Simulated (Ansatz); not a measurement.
`O=CF` and `NC=O` differ in one atom or group.

Ansatz, PBE0-D4/def2-TZVP geometries, multiplicity 1. Each molecule was computed in one conformer, which needn't be the lowest.

```tsv
property	`O=CF`
HOMO–LUMO gap (PBE/def2-TZVPP) / eV	5.69
HOMO–LUMO gap (B3LYP/def2-TZVPP) / eV	8.05
LUMO energy (PBE0/def2-TZVPP) / eV	-0.89
size of the dipole moment (ωB97M-V/def2-TZVPP) / D	2.11
ideal-gas entropy at 298 K and 1 bar (rigid rotor, harmonic PBE0-D4/def2-TZVP) / J/(mol·K)	246
LUMO energy (B3LYP/def2-TZVPP) / eV	-1.23
```

(1) Give the same properties after the change, and the shifts. (Estimate.)

## Answers

(1) Ansatz gave: 
```
                                                                                  property  `NC=O`  shift
                                                       HOMO–LUMO gap (PBE/def2-TZVPP) / eV    5.39  -0.30
                                                     HOMO–LUMO gap (B3LYP/def2-TZVPP) / eV    7.65  -0.40
                                                        LUMO energy (PBE0/def2-TZVPP) / eV    0.60   1.49
                                        size of the dipole moment (ωB97M-V/def2-TZVPP) / D    3.96   1.85
ideal-gas entropy at 298 K and 1 bar (rigid rotor, harmonic PBE0-D4/def2-TZVP) / J/(mol·K)     257     11
                                                       LUMO energy (B3LYP/def2-TZVPP) / eV    0.29   1.52
```

With PBE0 the HOMO rises by 1.93 eV and the LUMO rises by 1.49 eV, so the gap narrows by about 0.44 eV. PBE moves the HOMO by 1.84 eV and ωB97M-V by 1.93 eV. The zero-point energy changes by 64.9 kJ/mol with +6 modes. Dipoles are sizes alone; their direction can turn.

B3LYP here is the variant with VWN-RPA as its local correlation; programs differ in this.
